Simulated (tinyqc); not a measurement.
Worked calculation: Pariser-Parr-Pople SCF with singles CI, for the molecule C=CC=C (SMILES; centres numbered as the heavy atoms are written). Computed by tinyqc, a small Python program that keeps every step. Settings: charge = 0, gamma = MN, start = core, damping = 0, iteration cap = 79, excitations kept = 9. Command: `OMP_NUM_THREADS=1 python tinyqc.py 25435 25436 out.jsonl` (the two numbers bound the seeds that draw the settings). One thread of a shared host (Intel(R) Xeon(R) Processor @ 2.60GHz), about 0.01 s of CPU time with the checks.

Centres (angstrom, eV; a flat drawing with bonds scaled to 1.40 angstrom):
```
centre        x        y  core charge z        W  gamma_rr
1C      -1.8480  -0.1270              1  11.1600   11.1300
2C      -0.5590   0.4210              1  11.1600   11.1300
3C       0.5590  -0.4210              1  11.1600   11.1300
4C       1.8480   0.1270              1  11.1600   11.1300
```

Resonance integrals (eV):
```
i  j     beta
1  2  -2.3900
2  3  -2.3900
3  4  -2.3900
```

Stop when output and input P, before any damping, agree to 1e-7.

Course of the cycle:
```
iteration      E (eV)  largest |P(out) - P(in)|
1          -47.638795                  3.73e-01
2          -49.334991                  8.71e-03
3          -49.336018                  1.08e-03
4          -49.336038                  4.40e-04
5          -49.336042                  1.80e-04
6          -49.336042                  7.33e-05
7          -49.336042                  2.99e-05
8          -49.336042                  1.22e-05
9          -49.336042                  4.99e-06
10         -49.336042                  2.04e-06
11         -49.336042                  8.31e-07
12         -49.336042                  3.39e-07
13         -49.336042                  1.39e-07
14         -49.336042                  5.66e-08
```

Can the last value be used, and what does the course show?

Yes. Converged in 14 iterations.
